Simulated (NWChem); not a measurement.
Total energies of propyne (C3H4)

```xyz
7

C      1.2234    -0.1960     0.0000
C     -0.2116     0.0353     0.0000
C     -1.4074     0.2252     0.0000
H      1.4491    -1.2737     0.0000
H      1.6966     0.2476     0.8898
H      1.6966     0.2476    -0.8898
H     -2.4686     0.3908     0.0000
```
Charge 0, spin multiplicity 1.

The numbers come from NWChem runs, not from measurements. The geometry was optimised at PBE0/def2-SVP, a minimum by its harmonic frequencies.

Basis set: cc-pVDZ (62 functions).

```json
[
 {"method": "RHF", "total energy (Ha)": "-115.87345"},
 {"method": "MP2", "total energy (Ha)": "-116.27127"},
 {"method": "B2PLYP", "total energy (Ha)": "-116.52445"},
 {"method": "PBE", "total energy (Ha)": "-116.49282"},
 {"method": "B3LYP", "total energy (Ha)": "-116.65971"},
 {"method": "LC-wPBE (omega 0.3 per bohr)", "total energy (Ha)": "-116.54590"},
 {"method": "CCSD(T)", "total energy (Ha)": "-116.31644"}
]
```

Total energies of different functionals aren't comparable as a measure of quality: only differences taken within one method are. 

The correlated methods keep 3 core orbitals frozen. B3LYP has NWChem's definition, with VWN1-RPA local correlation. No row is a measurement; the coupled-cluster row has its own basis-set and correlation limits.
